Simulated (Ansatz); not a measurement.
Reaction (SMILES): ClCl (Cl2) → Cl2+ (doublet, bonded as ClCl) + e-
B3LYP-D3(BJ)/def2-TZVP geometries, fixed; electronic energies without zero-point terms.
Largest species:
```
Cl
Cl 1 2.0135
```

The adiabatic ionisation energy at CCSD(T) with Ansatz (a first-principles code), in eV, split into its Hartree-Fock and correlation parts. Cores are frozen. Open shells are unrestricted. No added dispersion term, no relativity. Functions are those of the species that has most.

| basis | X | functions | Hartree-Fock | CCSD(T) |
|---|---|---|---|---|
| cc-pV(D+d)Z | 2 | 46 | 11.099 | 11.174 |
| cc-pV(T+d)Z | 3 | 78 | 10.864 | 11.338 |
| cc-pV(Q+d)Z | 4 | 128 | 10.838 | 11.467 |
| cc-pV(5+d)Z | 5 | 200 | 10.834 | 11.505 |

Worked estimate of the basis-set limit from each neighbouring pair, with Hartree-Fock from the larger set and the correlation part extrapolated as X^-3.
Correlation parts: X = 2: 0.075, X = 3: 0.474, X = 4: 0.629, X = 5: 0.671.
- (2,3): (27·(0.474) - 8·(0.075))/19 = 0.642; with Hartree-Fock 10.864 the estimate is 11.506 eV.
- (3,4): (64·(0.629) - 27·(0.474))/37 = 0.742; with Hartree-Fock 10.838 the estimate is 11.580 eV.
- (4,5): (125·(0.671) - 64·(0.629))/61 = 0.715; with Hartree-Fock 10.834 the estimate is 11.549 eV.
The last two estimates differ by 0.031 eV; the largest set lies 0.044 from the last. Over the last step Hartree-Fock moves by -0.004 and the correlation part by 0.042.
